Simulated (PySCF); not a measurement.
Ground-state electric properties of a mixed set of molecules.

All values: CAM-B3LYP/def2-SVPD (PySCF) at PBE0-D3(BJ)/def2-SVP geometries, gas phase, one conformer each. Core orbitals are frozen in the response; Δα² is half the sum of the squared differences of the principal polarisabilities. Atoms past krypton carry effective core potentials. The calculation is non-relativistic apart from the core potentials, for germanium too.

Question: Rank by HOMO energy, lowest first.
A. `O[SiH2][CH2][GeH3]`
B. `CN1CCN1C`
C. `[F][Cu]`
D. `[H][Bi]([H])[SiH3]`

Answer: A (-9.70 eV), C (-8.77 eV), D (-8.41 eV), B (-7.05 eV).

Question: Rank by dipole moment, lowest first.
A. `[H][Bi]([H])[SiH3]` (BiH2(SiH3))
B. `[OH:1][SiH2:2][CH2:3][GeH3:4]` with H–O1–Si2–C3 -64°, O1–Si2–C3–Ge4 -38°
C. `[CH3:1][N:2]1[CH2:3][CH2:4][N:5]1[CH3:6]` with C1–N2–C3–C4 -134°, N2–C3–C4–N5 18°, C3–C4–N5–C6 -134°, C1–N2–N5–C4 137° (1,2-dimethyl-1,2-diazetidine)
D. copper monofluoride (`[F][Cu]`)

Answer: C (0.69 D), A (0.92 D), B (1.80 D), D (5.70 D).

Question: Rank by polarisability anisotropy Δα, lowest first.
A. BiH2(SiH3) (`[SiH3][BiH2]`)
B. `[CH3:1][GeH2:2][O:3][SiH3:4]` with C1–Ge2–O3–Si4 -65°
C. `[OH:1][SiH2:2][CH2:3][GeH3:4]` with H–O1–Si2–C3 -64°, O1–Si2–C3–Ge4 -38°
D. `[F][Cu]` (copper monofluoride)

Answer: D (0.22 Å³), B (1.73 Å³), C (2.66 Å³), A (5.07 Å³).

All values together:

```csv
SMILES,formula,μ (D),HOMO (eV),LUMO (eV),α (Å³),Δα (Å³),electrons,α per electron (Å³),ΔSCF removal energy (eV)
O[SiH2][CH2][GeH3],CH8GeOSi,1.80,-9.70,0.61,11.08,2.66,68,0.163,10.47
[CH3][GeH2][O][SiH3],CH8GeOSi,1.72,-9.61,0.90,10.82,1.73,68,0.159,10.38
CN1CCN1C,C4H10N2,0.69,-7.05,1.54,9.80,1.93,48,0.204,–
[H][Bi]([H])[SiH3],BiH5Si,0.92,-8.41,0.24,12.48,5.07,102,0.122,9.32
[F][Cu],CuF,5.70,-8.77,-2.11,2.99,0.22,38,0.079,10.52
```

Conformers: `[OH:1][SiH2:2][CH2:3][GeH3:4]` with H–O1–Si2–C3 -64°, O1–Si2–C3–Ge4 -38°; `[CH3:1][GeH2:2][O:3][SiH3:4]` with C1–Ge2–O3–Si4 -65°; `[CH3:1][N:2]1[CH2:3][CH2:4][N:5]1[CH3:6]` with C1–N2–C3–C4 -134°, N2–C3–C4–N5 18°, C3–C4–N5–C6 -134°, C1–N2–N5–C4 137°.

A dash marks a removal energy that wasn't run or isn't settled.
